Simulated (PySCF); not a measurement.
BH + Cl₂ → BCl + HCl

Level: PBE0 in the def2-SVP basis family, all electrons, no relativity, computed in PySCF with density fitting; open shells unrestricted.

```tsv
species	state and structure	E (Eh)	ZPE (kJ/mol)	H(298 K) − H(0) (kJ/mol)	S° (J/(mol K))
BH	singlet, C∞v, B–H 1.252 Å	-25.21774	14.1	8.7	172.1
Cl₂	singlet, D∞h, Cl–Cl 2.025 Å	-919.76210	3.2	9.2	223.2
BCl	singlet, C∞v, B–Cl 1.719 Å	-484.62557	5.1	8.8	213.1
HCl	singlet, C∞v, H–Cl 1.285 Å	-460.50213	18.0	8.7	186.7
```

(1) What is the electronic reaction energy?

(2) Add zero-point, thermal and entropy terms for 298.15 K and 1 bar.

Results:

(1) At PBE0/def2-SVP, ΔE = -388.2 kJ/mol from the differences of the total energies times 2625.5, downhill. 

(2) ΔZPE = 5.8 and Δ[H(298) − H(0)] = -0.4 kJ/mol give ΔH° = -382.8 kJ/mol. ΔS° = 4.5 J/(mol K), so ΔG° = -382.8 − 298.15 × (0.0045) = -384 kJ/mol.

Each species is the lowest minimum found with this bonding; other isomers or fragments can lie lower.
